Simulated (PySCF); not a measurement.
**Level sweep**

Species: cyclohexene, C6H10.
Numbering: `[CH:1]1=[CH:2][CH2:3][CH2:4][CH2:5][CH2:6]1` (hydrogens: H7 on C1; H8 on C2; H9, H10 on C3; H11, H12 on C4; H13, H14 on C5; H15, H16 on C6)

Structure used (PBE0-D3(BJ)/def2-SVP), in Å, numbered top down from 1:
```xyz
16
C6H10 angstrom
C     -0.0149    1.5137    0.3368
C      1.1948    0.9436    0.2956
C      1.4138   -0.5040   -0.0311
C      0.1695   -1.1552   -0.6280
C     -1.0845   -0.7500    0.1381
C     -1.2902    0.7614    0.0970
H     -0.0945    2.5834    0.5579
H      2.0803    1.5525    0.5066
H      2.2675   -0.6021   -0.7229
H      1.7238   -1.0409    0.8856
H      0.0649   -0.8404   -1.6811
H      0.2810   -2.2508   -0.6393
H     -0.9843   -1.0740    1.1889
H     -1.9699   -1.2663   -0.2649
H     -2.0454    1.0664    0.8412
H     -1.7121    1.0634   -0.8807
```

PySCF, dipoles from the SCF density, polarisabilities from static response with core orbitals frozen. Geometry: PBE0-D3(BJ)/def2-SVP, one conformer, isolated molecule.

Question: Compare the levels for these properties.

Answer: 

| level | μ (D) | error (%) | α (au) | anisotropy (au) |
| --- | --- | --- | --- | --- |
| CAM-B3LYP/def2-SVPD | 0.330 | -0.3 | 69.00 | 20.57 |
| wB97X-D/def2-SVPD | 0.350 | +5.8 | 69.03 | 20.42 |
| LC-wPBE/def2-SVPD | 0.326 | -1.4 | 67.25 | 20.01 |
| HF/def2-SVPD | 0.309 | -6.6 | 66.60 | 20.43 |
| PBE0/6-31G* | 0.245 | -25.9 | 59.48 | 23.16 |
| PBE0/6-31+G* | 0.352 | +6.5 | 66.87 | 20.74 |
| PBE0/def2-SVP | 0.286 | -13.6 | 62.03 | 22.72 |
| PBE0/aug-cc-pVDZ | 0.375 | +13.4 | 71.18 | 21.00 |
| PBE0/def2-TZVP | 0.349 | +5.3 | 68.51 | 22.01 |

Reference dipole: 0.331 D (measured, gas; NIST CCCBDB Release 22 (SRD 101), experimental dipoles). Reference dipole: 0.550 D (measured, unstated (gas or solution; conformer average); Muller, Mokrushina, Arlt, J. Chem. Eng. Data 57 (2012) 1231, supporting information). Errors are taken against the first value of each kind. The anisotropy is √(½[(α1 − α2)² + (α2 − α3)² + (α3 − α1)²]). For the dipole, the smallest error is 0.3% (CAM-B3LYP/def2-SVPD) and the largest 25.9% (PBE0/6-31G*). The dipole runs from 0.25 D (PBE0/6-31G*) to 0.38 D (PBE0/aug-cc-pVDZ). No reference polarisability is at hand; against PBE0 in the largest diffuse basis at hand (aug-cc-pVDZ) the other PBE0 rows deviate by 6-31G* -16%, 6-31+G* -6%, def2-SVP -13%, def2-TZVP -4%. In one basis (def2-SVPD) the functionals order the polarisability from HF (lowest) to wB97X-D (highest), a spread of 4%. With PBE0 the polarisability is 63.34 au without diffuse functions (mean of 6-31G*, def2-SVP and def2-TZVP) and 69.03 au with them (mean of 6-31+G* and aug-cc-pVDZ). Measured values can belong to vibrating molecules; the computed ones are for one fixed geometry.
